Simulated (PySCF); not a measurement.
Two structures of SiNH₇O, closed shell, reached by relaxing down either side of one saddle point (PBE0-D4/def2-TZVP). Energies are electronic, without zero-point energy. Computed with PySCF 2.14 with density fitting (its default auxiliary sets; JK sets also for MP2 and CCSD(T)) (basis: def2-TZVPP and def2-QZVPP); correlated methods freeze the cores. Extrapolation: Hartree–Fock as exp(−7.88 √X), correlation as X^−2.97. First:

```
10
angstrom
Si 0.1668 0.7093 0.5429
H 1.3910 -0.1360 0.5316
H -0.1086 1.3808 -0.7449
H -0.9960 -0.0410 1.0891
O 0.4542 2.0062 1.5497
H -0.2417 -2.1784 -0.7844
N -0.3250 -1.2663 -1.2166
H 0.6573 1.8085 2.4640
H -1.2624 -1.1898 -1.5922
H 0.3209 -1.2362 -1.9960
```

Second:

Si1  (-0.613, 0.936, -0.322)
H2  (1.187, -1.869, 1.870)
H3  (-0.707, 2.158, -1.156)
H4  (-1.944, 0.553, 0.221)
O5  (0.444, 1.385, 0.856)
H6  (0.989, -1.686, 1.172)
N7  (-0.084, -0.455, -1.168)
H8  (0.723, 0.693, 1.459)
H9  (-0.718, -1.212, -1.357)
H10  (0.689, -0.441, -1.812)
(Å)

(1) Which bonds change from the first to the second?

(2) Give the saddle point's structure and its height above each. (Judge from chemistry; the value comes from the calculation.)

T1 diagnostic: at most 0.012.

Answers

(1) SiH₄O ([OH][SiH3]) + NH₃ → SiNH₅O ([NH2][SiH2][OH]) + H₂; bonds formed: Si1–N7, H2–H6; bonds broken: Si1–H2, H6–N7.

(2) The calculation gives: 41.50 kcal/mol above the first and 50.00 kcal/mol above the second (CCSD(T) at an estimated basis limit (MP2 extrapolated from triple and quadruple zeta, plus CCSD(T) − MP2 in triple zeta)).
Si1  (-0.453, 0.509, 0.293)
H2  (0.511, -0.941, 1.112)
H3  (-1.107, 1.543, -0.571)
H4  (-1.586, -0.070, 1.053)
O5  (0.751, 1.455, 0.897)
H6  (0.415, -1.225, -0.026)
N7  (0.038, -0.714, -1.034)
H8  (1.313, 0.962, 1.501)
H9  (-0.694, -1.114, -1.613)
H10  (0.812, -0.405, -1.612)
(Å)

Labels in which every atom is bracketed show which atoms are joined, not bond orders.

For scale, one of the runs: CCSD(T)/def2-TZVPP, 202 basis functions, launched by `OMP_NUM_THREADS=4 python run.py`. Hardware: 4 CPU threads of an Intel Xeon 6975P-C, shared host. Wall time 2.3 min; peak host memory 2.5 GiB.
